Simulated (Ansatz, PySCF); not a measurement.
Species: C₂H₅N, charge 0, singlet. C2H5N (SMILES C1CN1).
B3LYP-D3(BJ)/def2-TZVP minimum from Ansatz (a quantum-chemistry and plane-wave program):
```xyz
8

C     -0.0266    -0.3964     0.7404
N     -0.0403     0.8719     0.0001
C     -0.0474    -0.3972    -0.7389
H      0.8868     1.2834    -0.0132
H     -0.9333    -0.6098     1.2927
H     -0.9693    -0.6112    -1.2653
H      0.8882    -0.7010     1.2359
H      0.8531    -0.7023    -1.2597
```
Charge 0, spin multiplicity 1.

Property: enthalpy of formation at 298 K (by atomisation, with ideal-gas terms from PySCF's Hessian at B3LYP-D3(BJ)/def2-TZVP and the atoms' measured values of the G2/97 table; no spin-orbit terms), in kcal/mol. Open shells are spin-unrestricted; no spin-orbit coupling. CBS(X,Y): correlation extrapolated as X^-3, Hartree-Fock from the larger set (Q,5: extrapolated as (X+1)exp(-9√X)). A bracket is a step between two methods taken in the basis named. Functionals run without relativity, which enters their misses. '+ core + X2C': CCSD(T) terms for core correlation (cc-pwCVTZ) and scalar relativity (cc-pVTZ-DK). Where a partner has so few electrons that a lower coupled-cluster level is exact, that level stands in.

Measured: 30.2 kcal/mol, 126.4 kJ/mol (G2/97 table in ASE (Curtiss et al.)); atomic spin-orbit terms, which the calculations lack, would raise the computed values.

Question: What does PBE/def2-TZVPD (Ansatz) give here, and how do the other levels compare?

Answer: PBE gives 11.4 kcal/mol, 18.8 kcal/mol below it. Errors of the others: B3LYP/def2-TZVPD (Ansatz) 2.2; PBE0/def2-TZVPD (Ansatz) -4.1; wB97M-V/def2-TZVPD (Ansatz) -2.2; CCSD(T)/CBS(cc-pVQZ,cc-pV5Z) + core + X2C (Ansatz) 0.3; CCSD(T)/CBS(cc-pVQZ,cc-pV5Z) + [CCSDT(Q) - CCSD(T)]/cc-pVDZ + core + X2C (Ansatz) -0.2 kcal/mol. Nearer than PBE: B3LYP/def2-TZVPD, PBE0/def2-TZVPD, wB97M-V/def2-TZVPD, CCSD(T)/CBS(cc-pVQZ,cc-pV5Z) + core + X2C, CCSD(T)/CBS(cc-pVQZ,cc-pV5Z) + [CCSDT(Q) - CCSD(T)]/cc-pVDZ + core + X2C.
